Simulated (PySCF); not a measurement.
Run record: excited-state job, `[B]Cl` [singlet].

Method: TDDFT wB97X-D/def2-SVPD, vertical, gas phase, core orbitals frozen in the response (PySCF 2.14.0, density-fitted response routines). Geometry: PBE0-D3(BJ)/def2-SVP. The input is one job of a driver script: a line of settings, then coordinates in Å.

Command:
```bash
OMP_NUM_THREADS=1 python probes_run.py task.json out
```

Input:
```
{"job": {"kind": "uv", "xc": "wB97X-D", "basis": "def2-SVPD", "ip": true}, "charge": 0, "multiplicity": 1}
B      0.883217    -0.085780     0.008674
Cl    -0.833497    -0.001930    -0.030894
```

Problem. Estimate the output.

Solution. 
```
coarse grid: 2712 points
cycle   1  E = -484.7373555195  dE =  6.973e-02  |g| = 2.228e-01  |ddm| = 1.312e+00
cycle   2  E = -484.7442461056  dE = -6.891e-03  |g| = 2.097e-01  |ddm| = 4.846e-01
cycle   3  E = -484.7575397814  dE = -1.329e-02  |g| = 1.240e-02  |ddm| = 2.341e-01
cycle   4  E = -484.7576586021  dE = -1.188e-04  |g| = 4.348e-03  |ddm| = 4.671e-02
cycle   5  E = -484.7576732935  dE = -1.469e-05  |g| = 1.226e-03  |ddm| = 1.563e-02
cycle   6  E = -484.7576746435  dE = -1.350e-06  |g| = 2.210e-04  |ddm| = 6.104e-03
final grid: 22960 points
cycle   7  E = -484.8109466780  dE = -1.457e-05  |g| = 2.731e-03  |ddm| = 1.721e-02
cycle   8  E = -484.8109474472  dE = -7.691e-07  |g| = 2.034e-03  |ddm| = 6.516e-03
cycle   9  E = -484.8109485903  dE = -1.143e-06  |g| = 2.227e-04  |ddm| = 2.361e-03
cycle  10  E = -484.8109486084  dE = -1.811e-08  |g| = 4.283e-05  |ddm| = 4.838e-04
cycle  11  E = -484.8109486091  dE = -7.302e-10  |g| = 6.892e-06  |ddm| = 8.307e-05
converged SCF energy = -484.8109486091

Static polarisability (au): isotropic 32.854, principal 29.557 29.557 39.448

Singlet excitations
state   eV       nm        f      main configurations
  1   4.4049    281.5   0.06607   H->L+1 0.66, H->L 0.33
  2   4.4056    281.4   0.06611   H->L 0.66, H->L+1 0.33
  3   7.3631    168.4   0.00000   H-1->L 0.49, H-2->L+1 0.49
  4   7.4865    165.6   0.00000   H-2->L 0.34, H-1->L+1 0.34, H-2->L+1 0.15
  5   7.4870    165.6   0.00000   H-2->L+1 0.34, H-1->L 0.34, H-2->L 0.15
  6   7.6867    161.3   0.09924   H->L+3 0.51, H->L+2 0.47
  7   8.0220    154.6   0.14438   H->L+2 0.35, H->L+3 0.35, H->L+6 0.10
  8   8.7702    141.4   0.09047   H->L+4 0.73, H->L+5 0.24
  9   8.7702    141.4   0.09045   H->L+5 0.73, H->L+4 0.24
 10   8.8742    139.7   0.35232   H->L+6 0.47, H-1->L+1 0.18, H-2->L 0.18

Triplet excitations (Tamm-Dancoff, eV): 2.2647 2.2648 6.7559 7.0550
Vertical ionisation energy (delta-SCF) = 10.0152 eV
Vertical electron affinity (delta-SCF) = -0.2242 eV
```

The SCF starts on a coarse grid where the log names one; the energy can jump when the final grid takes over, and dE then counts from the start density on the new grid. H and L stand for HOMO and LUMO; the number after each pair is its weight.

Problem. How does the lowest singlet excitation compare with the HOMO–LUMO gap?

Solution. HOMO -9.43 eV and LUMO -0.10 eV give a gap of 9.33 eV; S1 at 4.40 eV lies 4.93 eV below it.

In short: HOMO -9.43 eV, LUMO -0.10 eV; lowest singlet 4.40 eV; lowest triplet 2.26 eV (Tamm–Dancoff); mean polarisability 32.9 au.

The run took 1.9 s of wall time (grids of density and orbitals included) on one thread, Arm Neoverse V2 (aarch64), no GPU, shared host with 96 logical CPUs at a one-minute load of 28, and the process peaked at 0.24 GiB of memory.
Labels such as C1 count atoms from 1, the log's own numbers from 0.

wB97X-D is run here without its empirical dispersion term; that term would change no orbital, density or response property at a fixed geometry.
